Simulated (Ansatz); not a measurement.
Litharge PbO was calculated with PBE0+SOC (Ansatz, a first-principles code, PAW).

Settings: plane-wave cutoff 460 eV, 6×6×6 k mesh, Fermi–Dirac smearing 0.01 eV, PAW data made under PBE.

Cell (measured lattice):

```yaml
crystal:
  lattice:
    - [3.97500, 0.00000, 0.00000]
    - [0.00000, 3.97500, 0.00000]
    - [0.00000, 0.00000, 5.02300]
  atoms:
    - { symbol: Pb, position: [0.50000, 0.00000, 0.76320] }
    - { symbol: Pb, position: [0.00000, 0.50000, 0.23680] }
    - { symbol: O, position: [0.50000, 0.50000, 0.00000] }
    - { symbol: O, position: [0.00000, 0.00000, 0.00000] }
```

Q: Estimate the band gap and smallest direct gap on the k points sampled that the calculation returns.

A: 
- band gap = 2.47 eV (indirect)
- smallest direct gap on the k points sampled = 3.73 eV

Note: cell and atoms aren't relaxed at this level (largest force component 0.32 eV/Å).
